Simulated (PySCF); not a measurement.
**One molecule, a ladder of functionals, a line**

Molecule: Carbon suboxide (SMILES C(=C=O)=C=O).

Structure with atom numbers: `[O:1]=[C:2]=[C:3]=[C:4]=[O:5]`.

GIAO shieldings (ppm, equivalent atoms averaged) in PySCF on the PBE0-D3(BJ)/def2-SVP geometry, basis pcSseg-2, gas phase, non-relativistic:

| functional | exact exchange (%) | σ(O1/O5) | σ(C3) |
| --- | --- | --- | --- |
| BLYP | 0 | 124.6 | 197.8 |
| BP86 | 0 | 125.3 | 198.3 |
| PBE | 0 | 124.6 | 198.3 |
| B3LYP | 20 | 126.6 | 201.7 |
| PBE0 | 25 | 127.3 | 203.2 |
| BHandHLYP | 50 | 131.1 | 207.7 |
| HF | 100 | 140.9 | 217.4 |

**Question.** Fit each shielding as a line in the percentage of exact exchange.

**Answer.** σ(O1/O5) = 124.2 + 0.16 x (rms 0.8 ppm); σ(C3) = 198.1 + 0.19 x (rms 0.2 ppm). The functionals also differ in their semilocal parts, which the line can't hold; Hartree–Fock has no correlation at all.

**Question.** What does the line predict for mPW1PW91 (25 %), and what does the run give?

**Answer.** σ(O1/O5): 128.2 predicted, 126.6 computed; σ(C3): 202.8 predicted, 202.7 computed ppm.
